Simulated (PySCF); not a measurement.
# doublet BF−: levels of theory compared

We compute a comparison of 6 runs (UHF/3-21G, U-revPBE/def2-TZVPPD, UCAM-B3LYP/def2-TZVPPD, UPBE0/def2-TZVPPD, USVWN5/def2-TZVPPD, USCS-MP2/def2-TZVPPD) of doublet BF−. The job is set up through a Python script.

Program for the calculation: PySCF 2.14.0.

4 further runs of the same task are left out: 4 set aside as unsound or not needed.

## Step 1: Starting point

The species is BF− (2 atoms), meant as a doublet with charge -1. SMILES of the parent species: `[B]F`. The shape is that of a PBE0-D4/def2-TZVP optimisation. That shape belongs to the parent species and isn't relaxed for this state.

Bond lengths: B1–F2 1.263 Å.

## Step 2: A single-point energy at UHF/3-21G (run 1)

Input file run.py:

```python
from pyscf import gto

mol = gto.M(
    atom=[
    ('B', (0.000000, -0.000000, -0.009350)),
    ('F', (-0.000000, 0.000000, 1.253740)),
],
    max_memory=1860,
    charge=-1,
    spin=1,
    basis='3-21g',
    verbose=3,
)

mf = mol.UHF()
mf.conv_tol = 1e-10
mf.kernel()
if not mf.converged:
    mf = mf.newton().run(mf.mo_coeff, mf.mo_occ)

etot = mf.e_tot
print('Final energy', etot)
```

Command:

```bash
OMP_NUM_THREADS=1 python run.py
```

What it wrote:

```text
converged SCF energy = -123.327580413775  <S^2> = 0.75530319  2S+1 = 2.0052962
Final energy -123.327580413775
```

It took 0.54 s on 1 thread of Arm Neoverse V2, shared host; peak memory 0.12 GiB.

## Step 3: A single-point energy at U-revPBE/def2-TZVPPD (run 2)

Input file job.py:

```python
from pyscf import gto, dft

mol = gto.M(
    atom='B 0.000000 -0.000000 -0.009350; F -0.000000 0.000000 1.253740',
    spin=1,
    charge=-1,
    max_memory=1860,
    basis='def2-tzvppd',
    verbose=3,
)

mf = dft.UKS(mol, xc='revpbe')
mf.grids.level = 5
mf.conv_tol = 1e-10
mf.kernel()
if not mf.converged:
    mf = mf.newton().run(mf.mo_coeff, mf.mo_occ)

energy = mf.e_tot
print('E(%s) = %.9f' % ('REVPBE', energy))
```

Command:

```bash
OMP_NUM_THREADS=1 python job.py
```

What it wrote:

```text
WARN: HOMO -0.0738663527639897 >= LUMO -0.0738663527639865

WARN: HOMO 0.0802667995040093 >= LUMO 0.0796359052548414

WARN: HOMO 0.0773504553620485 >= LUMO 0.0759308868139178

WARN: HOMO 0.0753330569872611 >= LUMO 0.0729037785425883

WARN: HOMO 0.0751982347003782 >= LUMO 0.0727284072355911

WARN: HOMO 0.0753910772767817 >= LUMO 0.0728003469534711

WARN: HOMO 0.0728221002341505 >= LUMO 0.0691240116328313

WARN: HOMO 0.0843747059313956 >= LUMO 0.085046604153697

WARN: HOMO 0.0842976984656018 >= LUMO 0.085136601154944

WARN: HOMO 0.079191074942897 >= LUMO 0.0781961086389249

WARN: HOMO 0.0816893475106861 >= LUMO 0.081565326389472

WARN: HOMO 0.0835590507626136 >= LUMO 0.084206852675983

SCF not converged.
SCF energy = -124.636803304588 after 50 cycles  <S^2> = 0.7532941  2S+1 = 2.0032914
converged SCF energy = -124.636855867926  <S^2> = 0.75423875  2S+1 = 2.0042343
E(REVPBE) = -124.636855868
```

Run time: 33 s. Hardware: 1 thread of Arm Neoverse V2, shared host; peak memory 0.44 GiB.

Runs 3 to 5 aren't shown in full; the table further down has their settings and results.

## Step 4: The energy at USCS-MP2/def2-TZVPPD (run 6)

Input file run.py:

```python
from pyscf import gto, mp

mol = gto.M(
    atom='''
B      0.000000     0.000000    -0.017669
F      0.000000     0.000000     2.369225
''',
    max_memory=1860,
    basis='def2-tzvppd',
    unit='bohr',
    charge=-1,
    verbose=3,
    spin=1,
)

myscf = mol.UHF()
myscf.conv_tol = 1e-10
myscf.kernel()
if not myscf.converged:
    myscf = myscf.newton().run(myscf.mo_coeff, myscf.mo_occ)

pt = mp.MP2(myscf, frozen=2).run()
etot = myscf.e_tot + 1.2 * pt.e_corr_os + pt.e_corr_ss / 3
print('E(%s) = %.9f' % ('SCS-MP2', etot))
```

Command:

```bash
OMP_NUM_THREADS=1 python run.py
```

What it wrote:

```text
converged SCF energy = -124.100189905354  <S^2> = 0.76711464  2S+1 = 2.017042
E(UMP2) = -124.431906515001  E_corr = -0.331716609647527
E(SCS-UMP2) = -124.425712935927  E_corr = -0.325523030573169
E(SCS-MP2) = -124.425712936
```

Run time: 1.6 s. Hardware: 1 thread of Arm Neoverse V2, shared host; peak memory 0.16 GiB.

## Step 5: All runs side by side

| run | level | integration grid | frozen core orbitals | energy (Eh) | HOMO energy (eV) | LUMO energy (eV) | ⟨S²⟩ | wall time |
| --- | --- | --- | --- | --- | --- | --- | --- | --- |
| 1 | UHF/3-21G | – | – | -123.327580 | 2.41 | 11.37 | 0.755 | 0.54 s |
| 2 | U-revPBE/def2-TZVPPD | 5 | – | -124.636856 | 2.97 | 3.19 | 0.754 | 33 s |
| 3 | UCAM-B3LYP/def2-TZVPPD | 5 | – | -124.639320 | 2.03 | 4.86 | 0.755 | 9.3 s |
| 4 | UPBE0/def2-TZVPPD | 5 | – | -124.541851 | 3.09 | 4.32 | 0.756 | 7.5 s |
| 5 | USVWN5/def2-TZVPPD | 5 | – | -123.762521 | 3.88 | 3.90 | 0.752 | 5.4 s |
| 6 | USCS-MP2/def2-TZVPPD | – | 2 | -124.425713 | 1.03 | 5.50 | 0.767 | 1.6 s |

## Step 6: Outcome

| quantity | value |
| --- | --- |
| run 6: total energy | -124.42571 Eh |
| run 6: HOMO energy (Hartree–Fock orbitals) (highest over α and β) | 1.03 eV |
| run 6: LUMO energy (Hartree–Fock orbitals) (lowest over α and β) | 5.50 eV |
| run 6: correlation energy (2 core orbitals frozen) | -325.5 mEh |
| run 6: ⟨S²⟩ of the reference determinant | 0.767 |

**Reading.** Totals of different functionals can't be ranked against each other. In runs 1, 2, 3, 4, 5, 6 the HOMO lies above zero, so the outermost electron may be held by the basis alone. All runs together took 58 s, the longest 33 s.
